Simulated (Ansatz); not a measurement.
## Cu (P6₃/mmc, No. 194, 4 atoms in the cell; start mp-989695; another form than the element's usual one)

Level of theory: r²SCAN in Ansatz (plane waves, PAW).

Numerical settings: plane-wave cutoff 500 eV, 36×36×10 k mesh (along the axes of the cell as run), Fermi–Dirac smearing 0.1 eV, no spin polarisation, scalar-relativistic PAW data made under PBE.

Cell (relaxed at this level):

Space group P6₃/mmc (No. 194); a = 2.527 Å, b = 2.527 Å, c = 8.279 Å, α = 90.00°, β = 90.00°, γ = 120.00°

```csv
atom,site,symmetry,x,y,z
Cu,2a,-3m.,0.0000,0.0000,0.0000
Cu,2c,-6m2,0.3333,0.6667,0.2500
```

```json
{
  "band_gap": "zero (no gap)"
}
```

Note: the relaxation could not lower the start's symmetry, so the cell can be a saddle point above a distorted one.

Static lattice: no zero-point or thermal effects.

Computing time: around 13 core-minutes (rough).

A start named mp-… is a Materials Project structure, which need not be a measured phase.

Ansatz is a program for electronic structure.
